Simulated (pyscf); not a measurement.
**Four-centre exchange: HO–BH–OH + ammonia (NH₃) -> HO–BH–OH + ammonia (NH₃)**

Gas phase, singlet surface, charge 0. Bonds broken: B2–H5, N7–H8. Bonds formed: B2–H8, H5–N7. Structures and frequencies: ωB97X-D3(BJ)/def2-SVP in PySCF.

Transition state (Å):

```xyz
10

O      1.0302     1.5013    -0.6109
B      0.7474     0.4878     0.2993
O      1.8830     0.2044     1.0514
H      0.2484     1.6962    -1.1306
H     -0.9277    -0.9805     0.0226
H      1.6890    -0.4941     1.6789
N     -1.8375    -0.8515     0.5928
H     -1.3373     0.0219     0.9894
H     -2.6715    -0.6479     0.0273
H     -1.9990    -1.5901     1.2891
```

One imaginary mode, 1016i cm⁻¹; descent along it reached the two sides named.

| bond | change | reactant side (Å) | saddle | product side |
|---|---|---|---|---|
| B2–H5 | breaks | 1.215 | 2.245 | 3.9 |
| N7–H8 | breaks | 1.021 | 1.082 | 2.9 |
| B2–H8 | forms | 4.0 | 2.245 | 1.215 |
| H5–N7 | forms | 2.9 | 1.081 | 1.021 |

Electronic energies relative to the separated reactants (kcal/mol):

```tsv
level	barrier	reaction energy	reverse barrier
ωB97X-D3(BJ)/def2-TZVP	83.8	0.0	83.8
PBE/def2-TZVP	72.7	0.0	72.7
r²SCAN/def2-TZVP	80.3	0.0	80.3
B3LYP-D3(BJ)/def2-TZVP	80.0	0.0	80.0
PBE0-D3(BJ)/def2-TZVP	78.0	0.0	78.0
M06-2X/def2-TZVP	83.9	0.0	83.9
ωB97M-D3(BJ)/def2-TZVP	81.3	0.0	81.3
HF/def2-TZVP	99.5	0.0	99.5
```

With ωB97M-D3(BJ)/def2-TZVP energies and thermal terms (ideal gas, 1 atm, RRHO with modes under 100 cm⁻¹ raised to 100, one conformer, R ln 2 for chiral ones without a mode under 150 cm⁻¹), in kcal/mol:

```json
[
 {"T (K)": "298", "ΔH‡": "80.5", "ΔG‡": "89.6", "ΔH": "0.0", "ΔG": "0.0"},
 {"T (K)": "600", "ΔH‡": "81.0", "ΔG‡": "98.7", "ΔH": "0.0", "ΔG": "0.0"},
 {"T (K)": "900", "ΔH‡": "81.7", "ΔG‡": "107.3", "ΔH": "0.0", "ΔG": "0.0"},
 {"T (K)": "1200", "ΔH‡": "82.4", "ΔG‡": "115.8", "ΔH": "0.0", "ΔG": "0.0"}
]
```

The reactants may also form a dative adduct at HO–BH–OH; it and routes through it were not searched. The products may also form a dative adduct at HO–BH–OH; it and routes through it were not searched. The same reactants have a lower exit, to H₂O + H₂N–BH–OH (barrier +26.0 kcal/mol at ωB97M-D3(BJ)/def2-TZVP, against +81.3 kcal/mol here). One saddle was located; it need not be the lowest between these sides.
